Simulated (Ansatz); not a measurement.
# H6NOSi+: functionals against CCSD(T) at one geometry

One table from this session's results is given with a row withheld; the runs are named, their logs left out.

Computed with Ansatz 0.2.0, Gaussian basis. Level: single points in def2-TZVPP.

Cores are frozen in the correlated methods.

### The system as given

SMILES `[NH3+][SiH2]O`, 9 atoms, charge 1, spin multiplicity 1.

Atoms are counted from 1 here; the program's logs count them from 0.

Bond lengths: N1–Si2 1.860 Å, N1–H4 1.020 Å, N1–H5 1.016 Å, N1–H6 1.019 Å, Si2–O3 1.657 Å, Si2–H7 1.436 Å, Si2–H8 1.499 Å, O3–H9 1.004 Å. Angles: Si2–N1–H4 114.1°, Si2–N1–H5 116.4°, Si2–N1–H6 107.7°, H4–N1–H5 107.8°, H4–N1–H6 101.4°, H5–N1–H6 108.3°, N1–Si2–O3 93.0°, N1–Si2–H7 102.7°, N1–Si2–H8 107.5°, O3–Si2–H7 118.9°, O3–Si2–H8 119.9°, H7–Si2–H8 110.7°, Si2–O3–H9 125.0°.

As a file:

```csv
atom,x (Å),y (Å),z (Å)
N1,-0.6621,0.6208,-0.6425
Si2,0.7047,-0.4521,0.0204
O3,0.0314,-0.5245,1.5329
H4,-1.5747,0.1667,-0.6637
H5,-0.5037,1.0429,-1.5528
H6,-0.8245,1.3666,0.0326
H7,1.8704,0.3616,-0.1830
H8,0.7641,-1.6844,-0.8305
H9,0.5238,-0.7779,2.3701
```

The first run:

Input file run/in.yaml:

```yaml
crystal:
  periodic: [false, false, false]
  atoms:
    - {symbol: N, position_ang: [-0.662113, 0.620759, -0.642471]}
    - {symbol: Si, position_ang: [0.704746, -0.452131, 0.020433]}
    - {symbol: O, position_ang: [0.031410, -0.524497, 1.532949]}
    - {symbol: H, position_ang: [-1.574696, 0.166747, -0.663709]}
    - {symbol: H, position_ang: [-0.503731, 1.042897, -1.552790]}
    - {symbol: H, position_ang: [-0.824501, 1.366649, 0.032623]}
    - {symbol: H, position_ang: [1.870418, 0.361577, -0.182966]}
    - {symbol: H, position_ang: [0.764100, -1.684445, -0.830477]}
    - {symbol: H, position_ang: [0.523835, -0.777929, 2.370120]}
basis:
  gaussian: {orbitals: def2-TZVPP}
total_charge: 1
hamiltonian: {xc: pbe, dispersion: d4}
output: {forces: true}
```

Started as:

```
$ ansatz run in.yaml --threads 2 --pin off --events-out ev --progress --plain --max-ram 3481MiB
```

Among the steps run: PBE-D4/def2-TZVPP; r2SCAN-D4/def2-TZVPP; PBE0-D4/def2-TZVPP; wB97M-V/def2-TZVPP; CCSD(T)/def2-TZVPP.

One of the session's tables, all rows but one given; the rest of the session is left out.

| method | RMS force component (eV/Å) | angle to CCSD(T) forces (°) |
| --- | --- | --- |
| PBE-D4 | 0.557 | 17.2 |
| r2SCAN-D4 | 0.623 | 5.5 |
| PBE0-D4 | 0.655 | 6.5 |
| wB97M-V | ? | ? |
| CCSD(T) | 0.624 | reference |

Estimate the missing values for wB97M-V.

The run gave: RMS force component (eV/Å): 0.624; angle to CCSD(T) forces (°): 3.1.
